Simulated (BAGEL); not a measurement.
# doublet C2H2N2O+ at 4 levels

We compute a comparison of 4 runs (UHF/STO-3G, ROHF/6-31G*, UHF/6-31G*, ROHF/def2-SVPD) of doublet C2H2N2O+. 

The results are computed with BAGEL 1.2.2.

### 1 The molecule

C2H2N2O+: 7 atoms, total charge +1, spin state doublet. As SMILES of the parent species, `c1conn1`. The coordinates come from a GFN2-xTB relaxation. That shape belongs to the parent species and isn't relaxed for this state.

Bond lengths: C1–C2 1.369 Å, C2–O3 1.330 Å, O3–N4 1.369 Å, C1–N5 1.356 Å, N4–N5 1.246 Å, C1–H6 1.068 Å, C2–H7 1.069 Å. Angles: C1–C2–O3 107.3°, C2–C1–N5 106.0°, C2–O3–N4 106.9°, O3–N4–N5 109.7°, C1–N5–N4 110.1°, C1–C2–H7 134.0°, O3–C2–H7 118.7°, C2–C1–H6 131.2°, N5–C1–H6 122.7°.

### 2 The energy at UHF/STO-3G (density fitting with qzvpp-jkfit) (run 1)

hf.json reads:

```json
{ "bagel": [

{
  "title": "molecule",
  "basis": "sto-3g",
  "df_basis": "qzvpp-jkfit",
  "angstrom": true,
  "geometry": [
    { "atom": "C", "xyz": [   -0.472830,    0.646950,    0.125140 ] },
    { "atom": "C", "xyz": [    0.488900,   -0.194320,    0.615440 ] },
    { "atom": "O", "xyz": [    0.741480,   -1.097940,   -0.327490 ] },
    { "atom": "N", "xyz": [   -0.070060,   -0.801190,   -1.388950 ] },
    { "atom": "N", "xyz": [   -0.762030,    0.199330,   -1.121290 ] },
    { "atom": "H", "xyz": [   -0.951430,    1.497550,    0.558800 ] },
    { "atom": "H", "xyz": [    1.025970,   -0.250390,    1.538350 ] }
  ]
},
{
  "title": "uhf",
  "charge": 1,
  "nopen": 1
},
{
  "title": "print",
  "file": "orbitals.molden",
  "orbitals": true
}

]}
```

The run is started by

```bash
BAGEL_NUM_THREADS=1 BAGEL hf.json > hf.out
```

What it wrote:

```text
* using 1 threads per process

  ===============================================================
  ===============================================================

  *** Geometry ***

  { "atom" : "C", "xyz" : [     -0.893519,      1.222558,      0.236480 ] },
  { "atom" : "C", "xyz" : [      0.923887,     -0.367212,      1.163013 ] },
  { "atom" : "O", "xyz" : [      1.401194,     -2.074806,     -0.618866 ] },
  { "atom" : "N", "xyz" : [     -0.132394,     -1.514030,     -2.624735 ] },
  { "atom" : "N", "xyz" : [     -1.440028,      0.376679,     -2.118931 ] },
  { "atom" : "H", "xyz" : [     -1.797942,      2.829959,      1.055979 ] },
  { "atom" : "H", "xyz" : [      1.938802,     -0.473169,      2.907060 ] },

  Number of auxiliary basis functions:      417

  Since a DF basis is specified, we compute 2- and 3-index integrals:
    o Being stored without compression. Storage requirement is 0.002 GB

  Number of basis functions:       27
  Number of electrons      :       36

    * METHOD: MOLECULE                             0.16

  *** Open-shell HF ***

  === Nuclear Repulsion ===
   165.8665339770

      * DIIS with orbital gradients will be used.

  === UHF iteration (sto-3g) ===
      0       -256.81896905          0.03793469           0.02
      1       -256.90457089          0.01454288           0.02
      2       -256.91870245          0.00607184           0.02
      3       -256.92270357          0.00108028           0.02
      4       -256.92524606          0.00080953           0.02
      5       -256.92645126          0.00068205           0.02
      6       -256.92838712          0.00055521           0.02
      7       -256.92952035          0.00027062           0.02
      8       -256.92959142          0.00016807           0.02
      9       -256.92963539          0.00011060           0.02
[... 13 lines of this table left out ...]
     23       -256.92969172          0.00000008           0.02
     24       -256.92969172          0.00000004           0.02
     25       -256.92969172          0.00000002           0.02
     26       -256.92969172          0.00000001           0.02
    * SCF iteration converged.

    * S^2 (UHF) is 0.9716

    * Permanent dipole moment:
           (   -0.382162,    -0.786548,    -1.953485) a.u.

    * METHOD: UHF                                  0.67

    * METHOD: PRINT                                0.00

  ===============================================================
```

Run time: 1.1 s. Hardware: 1 thread of AMD EPYC 7B13 (Zen 3), shared host; peak memory 0.079 GiB.

### 3 A single-point energy at ROHF/6-31G(d) (density fitting with qzvpp-jkfit, spherical functions) (run 2)

calc.json reads:

```json
{ "bagel": [

{
  "title": "molecule",
  "basis": "6-31gs.json",
  "df_basis": "qzvpp-jkfit",
  "angstrom": "true",
  "geometry": [
    { "atom": "C", "xyz": [   -0.472830,    0.646950,    0.125140 ] },
    { "atom": "C", "xyz": [    0.488900,   -0.194320,    0.615440 ] },
    { "atom": "O", "xyz": [    0.741480,   -1.097940,   -0.327490 ] },
    { "atom": "N", "xyz": [   -0.070060,   -0.801190,   -1.388950 ] },
    { "atom": "N", "xyz": [   -0.762030,    0.199330,   -1.121290 ] },
    { "atom": "H", "xyz": [   -0.951430,    1.497550,    0.558800 ] },
    { "atom": "H", "xyz": [    1.025970,   -0.250390,    1.538350 ] }
  ]
},
{ "title": "rohf", "charge": 1, "nopen": 1 },
{ "title": "print", "file": "orbitals.molden", "orbitals": "true" }

]}
```

The basis set 6-31G* is read from a file made from the Basis Set Exchange's data (not shown).

The run is started by

```bash
BAGEL_NUM_THREADS=1 BAGEL calc.json > calc.out
```

What it wrote:

```text
* using 1 threads per process

  ===============================================================
  ===============================================================

  *** Geometry ***

  { "atom" : "C", "xyz" : [     -0.893519,      1.222558,      0.236480 ] },
  { "atom" : "C", "xyz" : [      0.923887,     -0.367212,      1.163013 ] },
  { "atom" : "O", "xyz" : [      1.401194,     -2.074806,     -0.618866 ] },
  { "atom" : "N", "xyz" : [     -0.132394,     -1.514030,     -2.624735 ] },
  { "atom" : "N", "xyz" : [     -1.440028,      0.376679,     -2.118931 ] },
  { "atom" : "H", "xyz" : [     -1.797942,      2.829959,      1.055979 ] },
  { "atom" : "H", "xyz" : [      1.938802,     -0.473169,      2.907060 ] },

  Number of auxiliary basis functions:      417

  Since a DF basis is specified, we compute 2- and 3-index integrals:
    o Being stored without compression. Storage requirement is 0.018 GB

  Number of basis functions:       74
  Number of electrons      :       36

    * METHOD: MOLECULE                             0.17

  *** Open-shell HF ***

  === Nuclear Repulsion ===
   165.8665339770

      * DIIS with orbital gradients will be used.

  === ROHF iteration (6-31gs.json) ===
      0       -260.06506755          0.03650767           0.08
      1       -260.16858120          0.02077346           0.07
      2       -260.19214615          0.01300422           0.07
      3       -260.20791535          0.00190595           0.07
      4       -260.20857926          0.00112902           0.07
      5       -260.20896936          0.00052996           0.07
      6       -260.20917760          0.00031262           0.07
      7       -260.20928761          0.00015616           0.07
      8       -260.20934163          0.00007954           0.07
      9       -260.20937604          0.00004848           0.09
[... 12 lines of this table left out ...]
     22       -260.20938346          0.00000006           0.08
     23       -260.20938345          0.00000003           0.08
     24       -260.20938346          0.00000002           0.07
     25       -260.20938346          0.00000001           0.07
    * SCF iteration converged.

    * S^2 (ROHF) is 0.7500

    * Permanent dipole moment:
           (   -0.222269,    -1.006096,    -1.997086) a.u.

    * METHOD: ROHF                                 2.05

    * METHOD: PRINT                                0.02

  ===============================================================
```

Run time: 2.5 s. Hardware: 1 thread of AMD EPYC 7B13 (Zen 3), shared host; peak memory 0.091 GiB.

Run 3 isn't shown in full; the table further down has it.

### 4 The energy at ROHF/def2-SVPD (density fitting with qzvpp-jkfit) (run 4)

job.json reads:

```json
{ "bagel" : [

{
  "title" : "molecule",
  "basis" : "def2-svpd.json",
  "df_basis" : "qzvpp-jkfit",
  "angstrom" : true,
  "geometry" : [
    { "atom" : "C", "xyz" : [   -0.472830,    0.646950,    0.125140 ] },
    { "atom" : "C", "xyz" : [    0.488900,   -0.194320,    0.615440 ] },
    { "atom" : "O", "xyz" : [    0.741480,   -1.097940,   -0.327490 ] },
    { "atom" : "N", "xyz" : [   -0.070060,   -0.801190,   -1.388950 ] },
    { "atom" : "N", "xyz" : [   -0.762030,    0.199330,   -1.121290 ] },
    { "atom" : "H", "xyz" : [   -0.951430,    1.497550,    0.558800 ] },
    { "atom" : "H", "xyz" : [    1.025970,   -0.250390,    1.538350 ] }
  ]
},
{ "title" : "rohf", "charge" : 1, "nopen" : 1 },
{ "title" : "print", "file" : "orbitals.molden", "orbitals" : true }

]}
```

The basis set def2-SVPD is read from a file made from the Basis Set Exchange's data (not shown).

The run is started by

```bash
BAGEL_NUM_THREADS=1 BAGEL job.json > job.out
```

What it wrote:

```text
* using 1 threads per process

  ===============================================================
  ===============================================================

  *** Geometry ***

  { "atom" : "C", "xyz" : [     -0.893519,      1.222558,      0.236480 ] },
  { "atom" : "C", "xyz" : [      0.923887,     -0.367212,      1.163013 ] },
  { "atom" : "O", "xyz" : [      1.401194,     -2.074806,     -0.618866 ] },
  { "atom" : "N", "xyz" : [     -0.132394,     -1.514030,     -2.624735 ] },
  { "atom" : "N", "xyz" : [     -1.440028,      0.376679,     -2.118931 ] },
  { "atom" : "H", "xyz" : [     -1.797942,      2.829959,      1.055979 ] },
  { "atom" : "H", "xyz" : [      1.938802,     -0.473169,      2.907060 ] },

  Number of auxiliary basis functions:      417

  Since a DF basis is specified, we compute 2- and 3-index integrals:
    o Being stored without compression. Storage requirement is 0.047 GB

  Number of basis functions:      119
  Number of electrons      :       36

    * METHOD: MOLECULE                             0.22

  *** Open-shell HF ***

  === Nuclear Repulsion ===
   165.8665339770

      * DIIS with orbital gradients will be used.

  === ROHF iteration (def2-svpd.json) ===
      0       -259.87974721          0.02612588           0.13
      1       -259.97917678          0.01430208           0.13
      2       -259.99716261          0.00950760           0.13
      3       -260.01201175          0.00145539           0.13
      4       -260.01266822          0.00075724           0.14
      5       -260.01296931          0.00040039           0.14
      6       -260.01313012          0.00025588           0.14
      7       -260.01322539          0.00016385           0.14
      8       -260.01326581          0.00006842           0.14
      9       -260.01330874          0.00004238           0.14
[... 12 lines of this table left out ...]
     22       -260.01331850          0.00000007           0.16
     23       -260.01331851          0.00000002           0.14
     24       -260.01331851          0.00000001           0.13
     25       -260.01331851          0.00000001           0.14
    * SCF iteration converged.

    * S^2 (ROHF) is 0.7500

    * Permanent dipole moment:
           (   -0.213475,    -0.982316,    -1.943212) a.u.

    * METHOD: ROHF                                 3.76

    * METHOD: PRINT                                0.05

  ===============================================================
```

It took 4.5 s on 1 thread of AMD EPYC 7B13 (Zen 3), shared host; peak memory 0.14 GiB.

### 5 The series

```
run                                                                level  energy (Eh)   ⟨S²⟩  wall time
  1                        UHF/STO-3G (density fitting with qzvpp-jkfit)  -256.929692  0.972      1.1 s
  2  ROHF/6-31G* (density fitting with qzvpp-jkfit, spherical functions)  -260.209383  0.750      2.5 s
  3   UHF/6-31G* (density fitting with qzvpp-jkfit, spherical functions)  -260.225384  0.937      2.8 s
  4                    ROHF/def2-SVPD (density fitting with qzvpp-jkfit)  -260.013319  0.750      4.5 s
```

### 6 What came out

| quantity | value |
| --- | --- |
| run 4: total energy | -260.01332 Eh |
| run 4: ⟨S²⟩ | 0.750 |

What this shows: In run 1 the basis is minimal, so the values are rough. Spin contamination of the reference: run 1 ⟨S²⟩ = 0.97, run 3 ⟨S²⟩ = 0.94. All runs together took 11 s, the longest 4.5 s.
